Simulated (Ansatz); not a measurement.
# B2H (quartet): from Hartree-Fock to the top rungs, def2-TZVPP

One table from this session's results is given with a row withheld; the runs are named, their logs left out.

Computed with Ansatz 0.2.0, Gaussian basis. Level: def2-TZVPP, core rule «outside noble gas», up to 2 orbitals frozen.

The runs, in order: UHF; ROHF; CCSD(T) on UHF.

## What is computed

The geometry is a PBE0/def2-TZVP stationary point (not a proven minimum).

3 atoms, charge 0, spin multiplicity 4.

Atoms are counted from 1 here; the program's logs count them from 0.

Bond lengths: B1–B2 1.520 Å, B1–H3 1.178 Å. Angles: B2–B1–H3 180.0°.

As a file:

```xyz
3

B     0.0000    0.0000    0.1141
B     0.0000    0.0000   -1.4064
H     0.0000    0.0000    1.2923
```

The first run:

The input, in.yaml:

```yaml
crystal:
  periodic: [false, false, false]
  atoms:
    - {symbol: B, position_ang: [0.000000, 0.000000, 0.114060]}
    - {symbol: B, position_ang: [0.000000, 0.000000, -1.406367]}
    - {symbol: H, position_ang: [0.000000, 0.000000, 1.292307]}
basis:
  gaussian: {orbitals: def2-TZVPP}
magnetization: {spin_polarized: true, initial_magnetization: 3}
hamiltonian: {xc: hf}
output: {orbitals: {seedname: orbitals}}
```

On the command line:

```bash
> ansatz run in.yaml --threads 1 --pin off --events-out ev --progress --plain --max-ram 2560MiB --backend cpu
```

Steps of the session up to this table: UHF; ROHF; CCSD(T) on UHF.

One of the session's tables, all rows but one given; the rest of the session is left out.

| method | from UCCSD(T) (kJ/mol) |
| --- | --- |
| ROHF | +410.0 |
| UHF | ? |
| UMP2 | +78.8 |
| UCCSD | +15.9 |
| UCCSD(T) | 0 |

Estimate the missing values for UHF.

As computed: from UCCSD(T) (kJ/mol): +405.9. In the column «from UCCSD(T) (kJ/mol)» it lies between UMP2 (+78.8) and ROHF (+410.0).

With the free atoms at the same levels and basis (separate runs), the atomisation energy is 7.284 eV at UCCSD(T), 6.818 eV at ROHF.
